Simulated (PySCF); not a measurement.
HN₂, SMILES N#[NH+], charge +1.

Geometry optimised at PBE0-D3(BJ)/def2-TZVPD. The isomer is the one that the SMILES or the coordinates give; other isomers of the formula were not compared.

Lowest vertical singlet excitation by several levels in PySCF, with rough processor times relative to the cheapest run on one machine. Each run also gave further roots (ADC and EOM-CCSD ionised and attached states too); roots are paired by order and the bases differ. EOM-CCSD serves as a yardstick, not as the true value; all levels that ended soundly for this molecule are listed, with differences from unrounded values.

```json
[
 {"level": "ADC(2)/aug-cc-pVDZ", "relative cost": "1", "S1 (eV)": "10.57", "S1 minus EOM-CCSD (eV)": "0.14"},
 {"level": "TDDFT-PBE0/def2-TZVPD", "relative cost": "2", "S1 (eV)": "9.57", "S1 minus EOM-CCSD (eV)": "-0.87"},
 {"level": "TDA-LC-ωPBE/def2-TZVPD", "relative cost": "2", "S1 (eV)": "9.58", "S1 minus EOM-CCSD (eV)": "-0.86"},
 {"level": "EOM-CCSD/aug-cc-pVDZ", "relative cost": "2", "S1 (eV)": "10.44", "S1 minus EOM-CCSD (eV)": "0.00"}
]
```

Problem. Which is the cheapest level here that lands within 0.5 eV of EOM-CCSD?

Solution. ADC(2)/aug-cc-pVDZ, at about 40 % of the cost of EOM-CCSD.
